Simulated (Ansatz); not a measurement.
# How far each method lies from UCCSDT(Q) for PH₂⁺, triplet

Geometry: displaced at random from a stationary point.

```xyz
3

P    -0.0014   -0.0426    0.0020
H    -0.0022    0.6255   -1.2489
H     0.0457    0.6848    1.1879
```

Basis cc-pVTZ; Ansatz 0.2.0. Only valence electrons are correlated (noble-gas cores frozen), which leaves 6 electrons in 57 orbitals. Prefix R: restricted or restricted open-shell reference; prefix U: unrestricted. Active spaces: valence = (6e, 6o) chosen from the atoms' valence shells.

Full CI isn't at hand for all of this; UCCSDT(Q) serves as the reference, and is uncertain by about the last step of the cluster series. The frozen core follows each run's orbitals, which can shift R against U totals by a few meV.

For open shells CISD is restricted-active-space CI with the open shells as a complete middle space.

The UHF ⟨S²⟩ is 2.008, the T1 diagnostic (RCCSD) is 0.0225 and the largest doubles amplitude (RCCSD) is 0.042. The T1 diagnostic (UCCSD) is 0.0163.

| level | E − E(RHF) (eV) |
| --- | --- |
| UHF | -0.0858 |
| RMP2 | -2.8283 |
| UMP2 | -2.8304 |
| RCCSD | -3.4590 |
| UCCSD | -3.4625 |
| RCCSD(T) | -3.5595 |
| UCCSD(T) | -3.5614 |

Task: Estimate how far UCCSDT(Q) in cc-pVTZ lies from RCCSD(T). The table doesn't fix it; the size of (T) and the diagnostics are the guide.

Result: UCCSDT(Q) in cc-pVTZ lies 26 meV below RCCSD(T), which is 26 % of the (T) step (-101 meV). The diagnostics give no warning, yet the rest is a sizeable part of (T).

The other levels:

```json
{"level": "CISD", "E − E(UCCSDT(Q)) (meV)": "202", "share of correlation (%)": "94.37", "wall time": "1.9 s"}
{"level": "BCCD(T)", "E − E(UCCSDT(Q)) (meV)": "26", "share of correlation (%)": "99.27", "wall time": "2.8 s"}
{"level": "RCCSDT", "E − E(UCCSDT(Q)) (meV)": "4", "share of correlation (%)": "99.89", "wall time": "–"}
{"level": "UCCSDT", "E − E(UCCSDT(Q)) (meV)": "2", "share of correlation (%)": "99.94", "wall time": "–"}
{"level": "RCCSDT(Q)", "E − E(UCCSDT(Q)) (meV)": "2", "share of correlation (%)": "99.95", "wall time": "32 s"}
{"level": "CASSCF (valence space)", "E − E(UCCSDT(Q)) (meV)": "2666", "share of correlation (%)": "25.65", "wall time": "–"}
{"level": "NEVPT2 (valence space)", "E − E(UCCSDT(Q)) (meV)": "719", "share of correlation (%)": "79.95", "wall time": "0.88 s"}
{"level": "NEVPT4(SD) (valence space)", "E − E(UCCSDT(Q)) (meV)": "123", "share of correlation (%)": "96.57", "wall time": "1.4 s"}
{"level": "MRCISD (valence space)", "E − E(UCCSDT(Q)) (meV)": "151", "share of correlation (%)": "95.79", "wall time": "–"}
{"level": "MRCISD+Q (valence space)", "E − E(UCCSDT(Q)) (meV)": "34", "share of correlation (%)": "99.04", "wall time": "1.5 s"}
```

The correlation energy at UCCSDT(Q), counted from RHF, is -3.586 eV. That run took 29 s on 1 thread of Arm Neoverse V1, shared host.

Times hold each run's SCF and search for its determinant on a shared host, so for small cases they say little of a method's own cost; they ran on 1 thread of Arm Neoverse V1.

Natural occupations of CASSCF (valence space) about the gap: 1.982 1.969 1.002 1.000 0.029 0.018; effectively unpaired electrons, Σ n²(2−n)², 2.01.
